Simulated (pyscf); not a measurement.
PySCF, gas phase, ωB97X-D3(BJ)/def2-SVP geometries.

### Question
HO–Ga [singlet] + silanol (HO–SiH₃) → H₃Si–O–Ga [singlet] + water (H₂O)
Surface: singlet. Broken: Ga–O, H–O. Formed: Ga–O, H–O. Give ΔE‡ and ΔE from ωB97M-D3(BJ)/def2-TZVP, relative to the separated reactants.

### Answer
ΔE‡ = -0.19 eV, ΔE = -0.33 eV. Zero-point energy shifts the barrier by -0.01 eV. It is a four-centre exchange, with an imaginary mode of 741i cm⁻¹. On the reactant side the descent ends in a bound adduct, 0.49 eV under the separated species and 0.24 eV under the saddle at ωB97X-D3(BJ)/def2-TZVP. On the product side the descent ends in a bound adduct, 0.40 eV under the separated species and 0.52 eV under the saddle at ωB97X-D3(BJ)/def2-TZVP. At ωB97M-D3(BJ) the saddle lies under the separated reactants, which points to a path from their complex (located at ωB97X-D3(BJ) alone). This is the saddle that the search found; another between the same sides may lie lower. Elements up to Kr have no core potential and no relativistic terms here.
